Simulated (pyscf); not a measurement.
Thermochemistry of product channels of HC≡N (SMILES C#N) + H₂C=CH₂ (SMILES C=C) on the singlet surface, in kcal/mol, from CCSD(T)/def2-TZVPP + ΔMP2(QZVPP) energies (ideal gas, 1 atm, RRHO with modes under 100 cm⁻¹ raised to 100, one conformer, R ln 2 for rigid chiral ones). Optimised with ωB97X-D3(BJ)/def2-SVP in PySCF. Correlated levels are frozen-core, on RHF or UHF. ΔMP2 is the change of the MP2 total energy from the triple- to the quadruple-zeta basis.

```csv
products,ΔE,ΔH(298 K),ΔG(298 K),ΔG(1200 K)
H₂C=CH–CH=NH (SMILES C=CC=N),___,-9.2,+0.8,+30.9
C₃H₅N (SMILES C1=NCC1),-0.2,+3.1,+14.1,+48.6
H₃C–C≡N (SMILES CC#N) + CH₂ (SMILES [CH2]) [singlet],+78.5,+75.7,+74.9,+71.7
H₃C–CH₂–C≡N (SMILES CCC#N),-33.4,-30.1,-20.5,+8.9
H₂C=CH–N=CH₂ (SMILES C=CN=C),___,-1.3,+8.4,+37.6
```

**Question.** Some entries are withheld; supply them.

**Answer.** 
- H₂C=CH–CH=NH (SMILES C=CC=N), ΔE: -12.3
- H₂C=CH–N=CH₂ (SMILES C=CN=C), ΔE: -3.9

The channel to H₃C–CH₂–C≡N turns unfavourable between 298 and 1200 K (ΔG from -20.5 kcal/mol to +8.9 kcal/mol).

These are energies of the channels, which say nothing of barriers. CH₂ [singlet] is an excited spin state, 8.9 kcal/mol over the triplet at ωB97X-D3(BJ). A restricted singlet here is unstable towards spin polarisation, as is usual where a triplet lies low; its energy is less safe. The CCSD(T) − MP2 part came from Ansatz, without density fitting, on the same reference.
